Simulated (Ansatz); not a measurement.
# H4NO: the cost of one run

Method: UKS B3LYP-D4/def2-SVPD, in Ansatz 0.2.0.

### 1 The starting structure

Bond lengths: O2–H4 0.959 Å, N3–H5 1.015 Å, N3–H6 1.016 Å. Angles: H5–N3–H6 107.6°.

Coordinates:

```xyz
6

H    -0.1715   -0.4448   -0.1490
O     0.6328   -1.3587    0.2157
N    -0.6925    0.7865   -0.2041
H     1.3757   -1.2743   -0.3841
H     0.0922    1.4259   -0.1285
H    -1.2366    0.8654    0.6500
```

### 2 A restrained relaxation towards end A

Springs on the bonds that form and break draw the guess towards this end; the thresholds are loose.

input.yaml reads:

```yaml
crystal:
  periodic: [false, false, false]
  atoms:
    - { symbol: H, position_ang: [-0.1715, -0.4448, -0.149] }
    - { symbol: O, position_ang: [0.6328, -1.3587, 0.2157] }
    - { symbol: "N", position_ang: [-0.6925, 0.7865, -0.2041] }
    - { symbol: H, position_ang: [1.3757, -1.2743, -0.3841] }
    - { symbol: H, position_ang: [0.0922, 1.4259, -0.1285] }
    - { symbol: H, position_ang: [-1.2366, 0.8654, 0.65] }
magnetization:
  spin_polarized: true
  initial_magnetization: 1
basis:
  gaussian: { orbitals: def2-SVPD }
hamiltonian:
  xc: b3lyp
  dispersion: d4
relax:
  f_tol: 0.15
  max_steps: 25
  restrain:
    - { distance: [0, 2], at: 2.32, k: 30.0 }
    - { distance: [1, 0], at: 0.97, k: 30.0 }
```

Command:

```sh
> ansatz run input.yaml --threads 2 --pin off --max-ram 3072MiB --backend cpu --events-out ev --progress --plain --runs-dir out
```

Q: Estimate wall time and peak memory on 2 threads of Arm Neoverse N1, shared host.

About 29 s, with a peak of 0.13 GiB.
